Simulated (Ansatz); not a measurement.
Reaction (SMILES): CC(C)CO + 3 C (CH4) → 3 CC (C2H6) + OC (CH4O) [methanol]

Property: bond separation energy (enthalpy at 298 K), in kcal/mol. Terms: frozen cores in correlated levels; 6-31G* and kin with 6d, 5d where marked; LANL2DZ all-electron up to Ne; dispersion terms only where a functional's name holds one; non-relativistic; 6-311+G** with 5d; spin-orbit terms left out. Basis-set limits of correlation are two-point, X^-3; Hartree-Fock from the larger set. [CCSD(T)-MP2]/basis is that difference in the basis named. Ab initio and DFT rows: single points at B3LYP-D3(BJ) geometries (Ansatz, a first-principles code), with unscaled harmonic terms from B3LYP/6-31G* (Ansatz) at its own minima.

Measured values: Active Thermochemical Tables 1.112 (ions: stationary electron), as tabulated in the package chemicals; CRC Handbook, as tabulated in the package chemicals; they hold spin-orbit and core effects, anharmonicity and other conformers. 

Value to compare with, the measured value: 13.2 kcal/mol.

```tsv
level	program	bond separation energy (enthalpy at 298 K) (kcal/mol)	error
PBE/STO-3G	Ansatz	5.7	-7.5
PBE/3-21G	Ansatz	13.7	0.5
PBE/LANL2DZ	Ansatz	11.9	-1.3
PBE/6-31G*	Ansatz	10.0	-3.2
PBE/def2-SVP	Ansatz	10.6	-2.6
PBE/6-311+G**	Ansatz	10.0	-3.2
PBE/def2-TZVPD	Ansatz	9.4	-3.8
RI-MP2/CBS(cc-pVTZ,cc-pVQZ)+[CCSD(T)-MP2]/cc-pVTZ	Ansatz	12.7	-0.5
```

Among the 6 habitual levels, PBE/STO-3G lies farthest from the measured value (-7.5 kcal/mol) and PBE/3-21G nearest (0.5); 1 of 6 lie above it, and their mean absolute error is 3.1 kcal/mol, the median 2.9. One case shows no general order.

The sets are all those run for this method; left out are runs that failed, that the program found above a lower state of the same kind, or whose <S^2> lies over 0.5 above the pure value.
